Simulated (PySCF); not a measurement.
C3HF2 (doublet state).
Structure used (GFN2-xTB), in Å, numbered top down from 1:
```xyz
6
C3HF2 angstrom
C      1.518   -0.338    0.287
C      0.336   -0.075    0.160
C     -0.978    0.219    0.021
F     -1.956   -0.402    0.672
F     -1.454    1.163   -0.784
H      2.536   -0.565    0.396
```

As a line formula: `C#C[C](F)F` [radical].

Computed, not measured: PySCF 2.14.0, UKS B3LYP, pcH-1 on C F H, non-relativistic, mean-field spin-orbit, GIAO. Geometry: GFN2-xTB; no solvent, vibrations or thermal averaging. The geometry wasn't refined by DFT: couplings that depend on bond lengths, twists or pyramidal angles can differ widely from those at the functional's own minimum. No stability test was run, so a lower SCF solution isn't excluded.

(1) Break the g tensor into its mass correction, gauge correction and orbital-Zeeman/spin–orbit terms.

(2) At 9.778 GHz, how far is the centre of the isotropic spectrum from where a free electron (g = 2.002319) resonates?

(3) What are the electron Larmor frequencies g μB B/h along the three axes at 1200 mT?

(4) In a frozen sample, at which fields do the three g values resonate at 9.5, 34, 94 and 263 GHz (hyperfine left aside), and which band first spreads them over more than twice a line width of 1.0 mT?

## Answers

(1) 
```json
{"Δg (ppm)": "relativistic mass correction", "1": "-220", "2": "-220", "3": "-220"}
{"Δg (ppm)": "gauge correction", "1": "-4", "2": "45", "3": "47"}
{"Δg (ppm)": "orbital Zeeman/spin–orbit", "1": "-162", "2": "2124", "3": "2476"}
{"Δg (ppm)": "total", "1": "-386", "2": "1949", "3": "2303"}
```

So g = 2.00193, 2.00427, 2.00462 and g_iso = 2.00361; the tensor is close to axial: the two nearest values differ by 13 % of g3 − g1. Axes: g1 is normal to the molecular plane and g2 points within 1° of the C2–C3 bond.

(2) B = hν/(g μB) with μB/h = 13.99624 MHz/mT gives 348.90 mT for the free electron and 348.68 mT at g_iso, 0.22 mT lower.

(3) 33.6235, 33.6627, 33.6686 GHz for g1, g2 and g3, a range of 45.2 MHz.

(4) 
| band | GHz | B(g3) mT | B(g2) mT | B(g1) mT | spread mT |
| --- | --- | --- | --- | --- | --- |
| X | 9.5 | 338.59 | 338.65 | 339.05 | 0.45 |
| Q | 34.0 | 1211.81 | 1212.02 | 1213.44 | 1.63 |
| W | 94.0 | 3350.30 | 3350.89 | 3354.80 | 4.50 |
| J | 263.0 | 9373.72 | 9375.37 | 9386.30 | 12.59 |

The spread grows in proportion to the frequency. W band is the first where it exceeds 2.0 mT.

The largest Mulliken spin populations are on C3 (+0.62), C1 (+0.56) and C2 (-0.25). The positive populations add up to 1.27 and the negative ones to -0.27, together 2S = 1. The angles at C3 add up to 360.0°, so it is planar.

The HOMO–LUMO gaps are 5.05 eV among the α and 6.24 eV among the β orbitals.
